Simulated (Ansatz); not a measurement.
# The cluster AlNi2−: the relaxed shape and its frontier levels

What does the cluster AlNi2− look like as a singlet, and where do its frontier electrons sit?

Program: Ansatz 0.2.0, Gaussian basis. Level of theory: RKS PBE0-D4/def2-TZVPD. These are calculated values, not measurements.

The runs, in order: relaxation at PBE-D4/def2-TZVPD; a search for the lowest solution at PBE0-D4/def2-SVP; a single point at PBE0-D4/def2-TZVPD.

1 further run of the same task is left out (set aside as unsound or not needed). Runs told in other sessions of the task aren't counted.

**1. The system as given**

3 atoms, charge -1, spin multiplicity 1.

Atoms are counted from 1 here; the program's logs count them from 0.

Bond lengths: Ni1–Ni2 2.630 Å, Ni2–Al3 2.167 Å. Angles: Ni1–Ni2–Al3 138.1°.

No spin-orbit coupling is included. The ion is computed in the gas phase, without counter-ions or solvent.

The start is a GFN2-xTB geometry.

**2. Relaxation at PBE-D4/def2-TZVPD**

The input, in.yaml:

```yaml
crystal:
  periodic: [false, false, false]
  atoms:
    - {symbol: Ni, position_ang: [-0.336480, 1.791260, 1.469170]}
    - {symbol: Ni, position_ang: [0.496170, 0.047540, -0.314610]}
    - {symbol: Al, position_ang: [-0.159690, -1.838800, -1.154550]}
basis:
  gaussian: {orbitals: def2-TZVPD}
total_charge: -1
hamiltonian: {xc: pbe, dispersion: d4}
scf: {lower_state_search: "off"}
output: {orbitals: {seedname: orbitals}}
relax: {f_tol: 0.02, max_steps: 100}
```

Run with:

```console
$ ansatz run in.yaml --threads 4 --pin off --events-out ev --progress --plain --max-ram 3916MiB
```

After this run come: Searching for the lowest solution, PBE0-D4/def2-SVP; Single point, PBE0-D4/def2-TZVPD.

Before running them: what should the planned runs give, taken together? Wanted: point group; commonest bond; HOMO, LUMO at PBE0-D4/def2-TZVPD.

The runs gave:

| quantity | value |
| --- | --- |
| point group | C2v |
| commonest bond | Al–Ni, 2 of mean length 2.310 Å |
| HOMO, LUMO at PBE0-D4/def2-TZVPD | -0.02, 2.21 eV |

In words: The relaxation broke 0 and made 1 bonds, so the end is another structure than the start. No usable vibrations, so a minimum isn't proven. Whether this spin is the lowest isn't tested here.

The anion's highest level is positive in at least one run, so there the basis alone may hold the extra electron.
